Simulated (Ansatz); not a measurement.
Take TiS$_{2}$ in the CdI2 type structure (space group P-3m1, No. 164; a = 3.2979 Å, c = 5.3399 Å; layered, stacked along the Cartesian z axis) as the base.

Calculations: Ansatz (a quantum-chemistry and plane-wave program) PBEsol-D3(BJ), no spin-orbit coupling, earlier PAW set.

Perturbation: full substitution Ti → Hf, then cell and atoms are relaxed.

Measured lattice parameter a: TiS2 3.4073 Å (temperature not stated; as listed in R.R. Chianelli, J.C. Scanlon, A.H. Thompson, Materials Research Bulletin (1975)); HfS2 3.635 Å (temperature not stated; as listed in Torbjörn Björkman, The Journal of Chemical Physics (2014)).

Question: How well does PBEsol-D3(BJ) reproduce the measured shift?

Answer: With PBEsol-D3(BJ) the lattice parameter a moves by +0.250 Å (3.298 → 3.548) against +0.228 Å measured.

Whether these cells are dynamically stable was not tested. The final runs are not spin-polarised.
